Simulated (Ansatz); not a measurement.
This geometry of BH4N + F (7 atoms, charge 0, multiplicity 2) is a first-order saddle point.

The calculation used UHF/def2-SVP in Ansatz.

```xyz
7
Properties=species:S:1:pos:R:3
B 0.015 0.123 -0.067
H 0.121 -0.183 1.210
H 0.991 0.467 -0.665
N -1.247 0.021 -0.604
H -2.038 -0.265 -0.062
H -1.457 0.232 -1.558
F -0.300 -0.396 2.396
```

Q: Which two structures does it join? (They come from a converged band through this point; their orientation in space is the band's.)

A: Bonds broken: B1–H2. Bonds formed: H2–F7. BH4N + F becomes BH3N + FH.

Image 0:

```xyz
7
Properties=species:S:1:pos:R:3
B 0.042 -0.199 -0.202
H 0.297 -1.171 0.457
H 0.901 0.585 -0.507
N -1.263 0.018 -0.625
H -2.019 -0.596 -0.404
H -1.533 0.804 -1.179
F -0.339 0.560 3.110
```

Image 6:

```xyz
7
Properties=species:S:1:pos:R:3
B 0.256 0.165 -0.565
H 0.051 -0.507 1.943
H 0.951 0.408 -1.509
N -1.119 0.180 -0.543
H -1.650 -0.033 0.278
H -1.676 0.403 -1.345
F -0.728 -0.616 2.392
```

Q: How far does it lie above each of them?

A: 66.1 kJ/mol above the first and 104.6 kJ/mol above the second. This is the barrier of this one path; another mechanism may lie lower.

Time of the run: 63 s on 1 thread of Intel(R) Xeon(R) 6975P-C (Granite Rapids), with other jobs on the host, peak memory 0.14 GiB.
